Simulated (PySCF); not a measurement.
# C3HN (Cyanoacetylene): the cost of one run

Computed with PySCF 2.14.0 and routines of our own; the level stands in each step. Atoms count from 0.

## 1. The starting structure

5 atoms, charge 0, multiplicity 1; geometry from: GFN2-xTB.

## 2. Optimising the geometry at PBE/def2-TZVP

What the job is given:

```
{"job": {"xc": "PBE", "basis": "def2-TZVP", "grid": 1, "kind": "geom"}, "charge": 0, "multiplicity": 1}
C     -1.274482    -0.173263    -0.000599
C     -0.081631    -0.011007     0.018928
C      1.271265     0.172231     0.043827
N      2.408523     0.327503     0.065446
H     -2.315053    -0.312612    -0.015927
```

Run with:

```
$ OMP_NUM_THREADS=1 python excited_run.py task.json out
```

This one command runs all jobs of the session in turn.

**Question.** How long does this first job take on 1 thread of Arm Neoverse V1, shared host, and how much memory does it need?

About 13 s, with a peak of 0.43 GiB.
